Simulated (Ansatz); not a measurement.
Process, species as SMILES: [CH3] (CH3) → [CH3-] (an electron is taken up)
B3LYP-D3(BJ)/def2-TZVP geometries, fixed; electronic energies without zero-point terms; positive where energy is released.

Effect of a fitting basis named in the input at PBE/aug-cc-pVQZ with Ansatz (a first-principles code), against the last row, where the adiabatic electron affinity is 0.12 eV. Open shells are unrestricted. The default fits or decomposes integrals by the program's own choice; accuracy: high also tightens integrals, grids and stops.

```json
[
 {"setting": "fitting: def2-SV(P)-JKFIT", "largest shift of a total energy (mEh)": "-0.218", "shift of the adiabatic electron affinity (eV)": "0.005"},
 {"setting": "fitting: def2-universal-JKFIT", "largest shift of a total energy (mEh)": "-0.218", "shift of the adiabatic electron affinity (eV)": "0.005"},
 {"setting": "fitting: cc-pVTZ-JKFIT", "largest shift of a total energy (mEh)": "-1.361", "shift of the adiabatic electron affinity (eV)": "0.037"},
 {"setting": "fitting: cc-pVQZ-JKFIT", "largest shift of a total energy (mEh)": "-1.166", "shift of the adiabatic electron affinity (eV)": "0.032"},
 {"setting": "fitting: cc-pV5Z-JKFIT", "largest shift of a total energy (mEh)": "-1.052", "shift of the adiabatic electron affinity (eV)": "0.029"},
 {"setting": "fitting: def2-universal-JFIT", "largest shift of a total energy (mEh)": "-1.498", "shift of the adiabatic electron affinity (eV)": "0.038"},
 {"setting": "accuracy: high", "largest shift of a total energy (mEh)": "0.001", "shift of the adiabatic electron affinity (eV)": "0.000"},
 {"setting": "accuracy: medium (default)", "largest shift of a total energy (mEh)": "0.000", "shift of the adiabatic electron affinity (eV)": "0.000"}
]
```

Within 0.01 eV in the adiabatic electron affinity: fitting: def2-SV(P)-JKFIT; fitting: def2-universal-JKFIT; accuracy: high. The largest shift is 1.498 mEh in a total energy and 0.038 eV in the difference.
